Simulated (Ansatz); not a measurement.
## Atomization energy of C$_{3}$H$_{8}$, singlet, from cheap to dear

Geometry (MP2(full)/6-31G*, from the G2/97 set):

```tsv
atom	x (Å)	y (Å)	z (Å)
C	0.0000	0.0000	0.5786
C	0.0000	1.2669	-0.2693
C	0.0000	-1.2669	-0.2693
H	-0.8769	0.0000	1.2356
H	0.8769	0.0000	1.2356
H	0.0000	2.1662	0.3530
H	0.0000	-2.1662	0.3530
H	0.8836	1.3042	-0.9135
H	-0.8836	1.3042	-0.9135
H	-0.8836	-1.3042	-0.9135
H	0.8836	-1.3042	-0.9135
```

Measured, as an electronic atomization energy: 4210.8 kJ/mol (G2/97 heats of formation of molecule and atoms, with zero-point and thermal terms from B3LYP taken off; Curtiss et al., J. Chem. Phys. 106, 1063 (1997), Staroverov et al., J. Chem. Phys. 119, 12129 (2003)). The measured value holds scalar relativity and spin–orbit coupling, which all computed ones lack, and core correlation, which the wave-function levels lack. Atoms are taken at the same level; beside RHF, RMP2 and RCC rows they are unrestricted. The atoms' steps beyond CCSDT(Q) are taken from restricted open-shell runs, which share full CI's core. Ansatz 0.2.0; the 6-31G* set has Cartesian d functions; a miss is computed less measured; times are wall times on shared hosts and scatter by a factor of two or so.

| level | basis | miss (kJ/mol) | time of the run | hardware |
| --- | --- | --- | --- | --- |
| RCCSD(T) | STO-3G | 280.4 | 0.21 s | 1 CPU thread |
| BCCD(T) | STO-3G | 280.4 | 0.27 s | 1 CPU thread |
| SPW92 | STO-3G | 1609.6 | 0.4 s | 1 CPU thread |
| SPW92 | 6-31G* | 530.1 | 0.6 s | 1 CPU thread |
| BHLYP | STO-3G | 772.2 | 0.61 s | 1 CPU thread |
| PBE0 | STO-3G | 911.0 | 0.64 s | 1 CPU thread |
| RCCSD(T) | 6-31G | -501.9 | 0.64 s | 1 CPU thread |
| RPA-PBE | STO-3G | 215.9 | 0.82 s | 1 CPU thread |
| PBE | 6-31G | 21.0 | 0.85 s | 1 CPU thread |
| PBE0 | 6-31G | -31.3 | 0.85 s | 1 CPU thread |
| B2PLYP | STO-3G | 652.0 | 0.85 s | 1 CPU thread |
| PBE | 6-31G* | 58.9 | 0.97 s | 1 CPU thread |
| PBE0 | 6-31G* | 21.0 | 1.1 s | 1 CPU thread |
| PBE | cc-pVDZ | -6.8 | 1.3 s | 1 CPU thread |
| revPBE | cc-pVTZ | -75.5 | 1.5 s | H100 + 2 CPU threads |
| r2SCAN | 6-31G | -41.0 | 1.5 s | 1 CPU thread |
| RCCSDT(Q) | STO-3G | 281.5 | 1.7 s | 1 CPU thread |
| r2SCAN | 6-31G* | 1.3 | 1.8 s | 1 CPU thread |
| B2PLYP | cc-pVTZ | -31.6 | 2.2 s | H100 + 2 CPU threads |
| r2SCAN | cc-pVDZ | -44.8 | 2.3 s | 1 CPU thread |
| CAM-B3LYP | cc-pVTZ | 12.9 | 2.3 s | H100 + 2 CPU threads |
| BLYP | cc-pVTZ | -52.7 | 2.5 s | H100 + 2 CPU threads |
| wB97X-V | cc-pVTZ | 2.9 | 2.5 s | H100 + 2 CPU threads |
| wB97M-V | STO-3G | 1010.1 | 2.7 s | 1 CPU thread |
| PBE | cc-pVTZ | 39.1 | 3.1 s | H100 + 2 CPU threads |
| wB97M-V | 6-31G | 1.4 | 3.2 s | 1 CPU thread |
| wB97M-V | 6-31G* | 54.6 | 3.8 s | 1 CPU thread |
| B3LYP | cc-pVTZ | -11.9 | 3.9 s | H100 + 2 CPU threads |
| r2SCANh | cc-pVTZ | -8.3 | 4.4 s | H100 + 2 CPU threads |
| wB97M-V | cc-pVDZ | -9.7 | 5.5 s | 1 CPU thread |
| BLYP | cc-pVQZ | -49.1 | 5.5 s | H100 + 2 CPU threads |
| r2SCAN0 | cc-pVTZ | -24.3 | 5.5 s | H100 + 2 CPU threads |
| RCCSDT(Q) | 6-31G* | -345.1 | 6 s | H100 + 2 CPU threads |
| revPBE | cc-pVQZ | -74.0 | 7.5 s | H100 + 2 CPU threads |
| RPA-PBE | cc-pVQZ | -189.9 | 8.5 s | H100 + 2 CPU threads |
| RCCSD(T) | cc-pVTZ | -80.2 | 9.5 s (with forces) | H100 + 2 CPU threads |
| CISDTQ | STO-3G | 278.9 | 9.5 s | H100 + 2 CPU threads |
| RCCSDT(Q) | cc-pVDZ | -257.4 | 10 s | H100 + 2 CPU threads |
| RCCSD(T) | cc-pVQZ | -34.4 | 15 s | H100 + 2 CPU threads |
| RCCSDTQ | STO-3G | 281.6 | 39 s | 1 CPU thread |

The smallest set from which on each level stays within 1 kcal/mol of its own cc-pVQZ value: RHF cc-pVTZ; PBE cc-pVTZ; r2SCAN cc-pVTZ; B3LYP cc-pVTZ; wB97M-V cc-pVTZ; B2PLYP none (cc-pVTZ is 4.0 kcal/mol off); RMP2 none (cc-pVTZ is 11.8 kcal/mol off); RCCSD(T) none (cc-pVTZ is 11.0 kcal/mol off).
